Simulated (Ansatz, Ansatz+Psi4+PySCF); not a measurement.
```csv
atom,x (Å),y (Å),z (Å)
C,0.0000,0.0000,0.3410
F,0.0000,1.2582,-0.1287
F,1.0896,-0.6291,-0.1287
F,-1.0896,-0.6291,-0.1287
```

Basis set: cc-pVTZ (spherical functions). Correlated methods keep 4 orbitals frozen. Correlation on ROHF uses semicanonical orbitals with singles. Charge 0, multiplicity 2.

Computed with Ansatz (development build ahead of 0.2.0); each method stands on the lowest determinant of its kind that the runs found.

Problem. Give the atomization energy at this shape (free ground-state atoms in the same class of orbitals less the molecule, no zero-point energy) of doublet CF₃ by ROHF-MP2, UHF-MP2.

Solution.

```csv
method,atomization energy
ROHF-MP2,352.97 kcal/mol
UHF-MP2,353.49 kcal/mol
```
